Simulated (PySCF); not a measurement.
Level of theory: PySCF with TPSSh-D3(BJ)/def2-TZVP // B3LYP-D3(BJ)/def2-TZVP. Isolated molecules, 0 K electronic values unless said otherwise. Excitations are Tamm–Dancoff values on a coarser integration grid. The basis has no diffuse functions, so Rydberg states are missing or too high.

Reference species (SMILES): `C=C` (neutral, multiplicity 1).

```json
{
 "HOMO": "-7.20 eV",
 "T1 excitation (TDA)": "4.51 eV"
}
```

Changed species: `C=CC` (X = methyl; the reference has X = H).

### Question
Give the shifts of the HOMO and T1 excitation (TDA).

### Answer
the HOMO rises by 0.49 eV, to -6.71 eV; the T1 excitation (TDA) drops by 0.04 eV, to 4.47 eV.
